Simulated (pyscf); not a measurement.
Thermochemistry of product channels of HN=SiH₂ (SMILES N=[SiH2]) on the singlet surface, in eV, from ωB97M-D3(BJ)/def2-TZVP energies (ideal gas, 1 atm, RRHO with modes under 100 cm⁻¹ raised to 100, one conformer, R ln 2 for rigid chiral ones). Structures and frequencies: ωB97X-D3(BJ)/def2-SVP in PySCF.

```json
[
 {"products": "HN=Si: (SMILES N=[Si]) [singlet] + H₂ (SMILES [H][H])", "ΔE": "+0.12", "ΔH(298 K)": "+0.04", "ΔG(298 K)": "-0.27", "ΔG(600 K)": "-0.60"},
 {"products": "H₂N–SiH: (SMILES N[SiH]) [singlet]", "ΔE": "-0.79", "ΔH(298 K)": "-0.68", "ΔG(298 K)": "-0.68", "ΔG(600 K)": "-0.68"}
]
```

These are energies of the channels, which say nothing of barriers.
